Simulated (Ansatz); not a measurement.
# C3H3NS: the cost of one run

Program: Ansatz 0.2.0. Level of theory: the levels named in each step. These are calculated values, not measurements.

## Step 1: The structure to begin with

Bond lengths: C1–C2 1.359 Å, C2–S3 1.719 Å, S3–C4 1.738 Å, C1–N5 1.353 Å, C4–N5 1.280 Å, C1–H6 1.074 Å, C2–H7 1.071 Å, C4–H8 1.071 Å. Angles: C1–C2–S3 110.3°, C1–C2–H7 129.0°, S3–C2–H7 120.8°, C2–C1–N5 115.1°, C2–C1–H6 125.8°, N5–C1–H6 119.1°, C2–S3–C4 88.0°, S3–C4–N5 115.1°, S3–C4–H8 120.8°, N5–C4–H8 124.2°, C1–N5–C4 111.6°.

Structure file:

```xyz
8

C    -0.8536   -1.1314    0.2631
C    -1.2123    0.1589    0.0337
S     0.1840    1.1274   -0.2275
C     1.1436   -0.3037   -0.0014
N     0.4780   -1.3701    0.2389
H    -1.5265   -1.9465    0.4562
H    -2.1917    0.5911    0.0050
H     2.2125   -0.2625   -0.0628
```

## Step 2: A rough first relaxation, PBE-D4/def2-SVP

This run stands in another session on the same molecule. It ended at:

```xyz
8

C    -0.8558   -1.1421    0.2660
C    -1.2243    0.1689    0.0329
S     0.1870    1.1345   -0.2268
C     1.1651   -0.3028   -0.0022
N     0.4925   -1.3977    0.2441
H    -1.5633   -1.9615    0.4610
H    -2.2289    0.6077    0.0014
H     2.2618   -0.2438   -0.0713
```

## Step 3: Relaxation, r2SCAN-D4/def2-TZVPP

The input, input.yaml:

```yaml
crystal:
  periodic: [false, false, false]
  atoms:
    - { symbol: C, position_ang: [-0.85581673, -1.14210835, 0.26596005] }
    - { symbol: C, position_ang: [-1.22433424, 0.16890898, 0.03292719] }
    - { symbol: S, position_ang: [0.18695068, 1.13445033, -0.22679832] }
    - { symbol: C, position_ang: [1.16508509, -0.30275948, -0.00222284] }
    - { symbol: "N", position_ang: [0.49250044, -1.39766361, 0.24410843] }
    - { symbol: H, position_ang: [-1.5633092, -1.96148493, 0.46101777] }
    - { symbol: H, position_ang: [-2.228878, 0.60767562, 0.00141481] }
    - { symbol: H, position_ang: [2.26180196, -0.24377856, -0.07129708] }
basis:
  gaussian: { orbitals: def2-TZVPP }
hamiltonian:
  xc: r2scan
  dispersion: d4
relax:
  f_tol: 0.002
  max_steps: 150
```

Command:

```bash
> ansatz run input.yaml --threads 4 --pin off --max-ram 10240MiB --backend cpu --events-out ev --progress --plain --runs-dir out
```

What time and memory should one allow on 4 threads of Arm Neoverse N1, shared host?

About 54 s, with a peak of 0.48 GiB.
